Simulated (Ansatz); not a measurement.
Relaxation of CH6AlB (9 atoms, charge 0, multiplicity 1), to a largest force component of 0.02 eV/Å in at most 40 steps.

These are results of RKS B3LYP-D4/6-31G* in Ansatz 0.2.0, not measurements.

```xyz
9
Properties=species:S:1:pos:R:3
C -0.767 0.707 -0.864
B 0.572 0.328 -0.241
Al 0.622 -1.137 1.198
H -1.208 -0.117 -1.369
H -0.652 1.542 -1.648
H -1.489 1.147 -0.081
H 1.599 0.859 -0.590
H -0.651 -1.835 1.687
H 2.062 -1.540 1.890
```

Task: Where does it end, and by what steps?

Result: The forces met the threshold. The force dipped under the threshold on the way, but the program's further checks kept it going. After 18 steps the energy has fallen by 0.480 eV; H9 moved furthest, 1.29 Å.

```csv
step,energy less start (eV),largest force component (eV/Å),accepted
0,0.0000,3.706,yes
1,-0.3065,0.885,yes
2,-0.2675,0.800,no
3,-0.3348,0.050,yes
4,-0.3352,0.029,yes
5,-0.3429,0.139,yes
6,-0.3470,0.163,yes
7,-0.3539,0.353,yes
8,-0.3813,0.258,yes
9,-0.4018,0.228,yes
10,-0.4207,0.284,yes
11,-0.4300,0.338,yes
12,-0.4697,0.150,yes
13,-0.4752,0.287,yes
14,-0.4793,0.067,yes
15,-0.4781,0.100,no
16,-0.4799,0.026,yes
17,-0.4800,0.010,yes
18,-0.4800,0.018,yes
```

```xyz
9
Properties=species:S:1:pos:R:3
C -0.679 0.663 -1.094
B 0.380 0.504 0.053
Al 0.677 -1.213 1.279
H -1.158 -0.248 -1.468
H -0.305 1.247 -1.946
H -1.480 1.286 -0.652
H 1.041 1.488 0.273
H -0.150 -1.443 2.629
H 1.763 -2.329 0.909
```

Run time: 20 s on 1 thread of Intel(R) Xeon(R) 6975P-C (Granite Rapids) (shared host), peak memory 0.14 GiB.
